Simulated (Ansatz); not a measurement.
The input, for Ansatz 0.2.0:

```yaml
crystal:
  periodic: [false, false, false]
  atoms:
    - {symbol: Ge, position_ang: [0.000000, 0.000000, 0.000000]}
    - {symbol: Al, position_ang: [0.000000, 0.000000, 2.466944]}
basis:
  gaussian: {orbitals: cc-pVDZ}
magnetization: {spin_polarized: false, initial_magnetization: 3}
correlation: {method: ccsdt, electrons: outside_noble_gas}
scf: {lower_state_search: off}
output: {forces: true}
```

```sh
$ ansatz run in.yaml --threads 1 --pin off --events-out ev --progress --plain --max-ram 2393MiB
```

(1) Roughly how long does this take on 1 thread of Arm Neoverse V1, shared host, and how much host memory?

```
these checks for a lower state are left out or cut short: starts, cluster_reference, orbital_swaps, neighbouring_geometries, increment
847 factors; integrals over basis functions are off by at most 2.3e-7 eV
mean field evaluation 1: about -63054.3441 eV, gradient 3.8e0 eV
mean field evaluation 2: about -63054.4012 eV, gradient 4.0e0 eV
mean field evaluation 4: about -63054.6755 eV, gradient 1.0e0 eV
mean field evaluation 8: about -63054.7037 eV, gradient 2.3e-1 eV
mean field evaluation 16: about -63054.7097 eV, gradient 3.1e-6 eV
mean field -63054.70971086 eV, -2317.2178418567 hartree, gradient 3.1e-6 eV, S^2 3.750000; 0 other end points of the search recorded, 0 dependent functions left out
19 core orbitals not correlated: weight in the atoms' cores, before any rotation towards them, 1.000 or more for the frozen orbitals, at most 0.000 for the correlated occupied ones
reference -63054.70971086 eV, -2317.2178418567 hartree; 5, 2 occupied and 21, 24 virtual orbitals, 847 factors
second order -2.59318272 eV of doubles, -0.03241365 eV of singles
cycle   1  -3.12023689 eV  change   -4.9e-1 eV  update   8.9e-2
cycle   2  -3.44131685 eV  change   -3.2e-1 eV  update   4.5e-2
cycle   3  -3.52062832 eV  change   -7.9e-2 eV  update   2.6e-2
cycle   4  -3.53302118 eV  change   -1.2e-2 eV  update   1.5e-2
cycle   5  -3.54170096 eV  change   -8.7e-3 eV  update   7.9e-3
cycle   6  -3.54179432 eV  change   -9.3e-5 eV  update   3.8e-3
cycle   7  -3.54144453 eV  change    3.5e-4 eV  update   1.1e-3
cycle   8  -3.54244755 eV  change   -1.0e-3 eV  update   4.0e-4
cycle   9  -3.54230312 eV  change    1.4e-4 eV  update   1.6e-4
cycle  10  -3.54212152 eV  change    1.8e-4 eV  update   6.4e-5
cycle  11  -3.54216419 eV  change   -4.3e-5 eV  update   2.7e-5
cycle  12  -3.54219409 eV  change   -3.0e-5 eV  update   1.3e-5
cycle  13  -3.54220102 eV  change   -6.9e-6 eV  update   4.6e-6
cycle  14  -3.54219774 eV  change    3.3e-6 eV  update   2.1e-6
cycle  15  -3.54219599 eV  change    1.8e-6 eV  update   7.6e-7
cycle  16  -3.54219606 eV  change   -7.1e-8 eV  update   3.5e-7
the calculation of the forces begins
Total energy: -63058.25190692 eV, -2317.3480151609 hartree
Atom 0 at     0.000000     0.000000     0.000000 Å, force    -0.000000     0.000000    -0.384148 eV/Å
Atom 1 at     0.000000     0.000000     2.466944 Å, force    -0.000000     0.000000     0.384148 eV/Å
Dipole moment:    -0.000000    -0.000000     0.218019 e Å
Checks for a lower state left out: starts, cluster_reference, orbital_swaps, neighbouring_geometries, increment
```

Forces (eV/Å):
```
Ge   0.000  0.000 -0.384
Al   0.000  0.000  0.384
```

Results:

(1) 11 s wall and 0.2 GiB.
